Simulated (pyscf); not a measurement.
F–SiH(F)–O–SiH₃ (SMILES F[SiH](F)O[SiH3]) + HF (SMILES F) -> F–SiH(F)–F (SMILES F[SiH](F)F) + HO–SiH₃ (SMILES O[SiH3]), a four-centre exchange (singlet surface; O–Si, F–H broken, F–Si, H–O formed). Optimised with ωB97X-D3(BJ)/def2-SVP in PySCF. Energies in eV from the separated reactants.

Small-basis levels: PySCF, no dispersion term, spherical d functions. AM1 to PM7: differences of heats of formation from MOPAC. Cost: rough CPU time at the saddle relative to B3LYP/6-31G*, from one job on a shared machine.

```
level                   barrier  reaction energy        cost
----------------------  -------  ---------------  ----------
PBE/6-31G*                -0.03            -0.56           1
B3LYP/STO-3G              -1.18            -0.43         0.4
B3LYP/3-21G               -1.10            -0.31         0.6
M06-2X/6-31G*              0.18            -0.39           2
B3LYP/6-311+G**            0.82            -0.04           2
PBE/def2-SVP              -0.01            -0.33           2
B3LYP/def2-SVP             0.27            -0.29           1
PM3                        1.86            -0.10  under 0.02
PM6                        1.13            +0.14  under 0.02
ωB97M-D3(BJ)/def2-TZVP     0.67            -0.21           –
```

Against the last row the barrier runs from -1.85 (B3LYP/STO-3G) to +1.19 eV (PM3). At PBE/6-31G*, B3LYP/STO-3G, B3LYP/3-21G, PBE/def2-SVP this geometry lies under one side, so the entry may be no barrier of that level: it is a single point on another level's saddle. ωB97M-D3(BJ)/def2-TZVP has limits of its own. One saddle was located; it need not be the lowest between these sides.
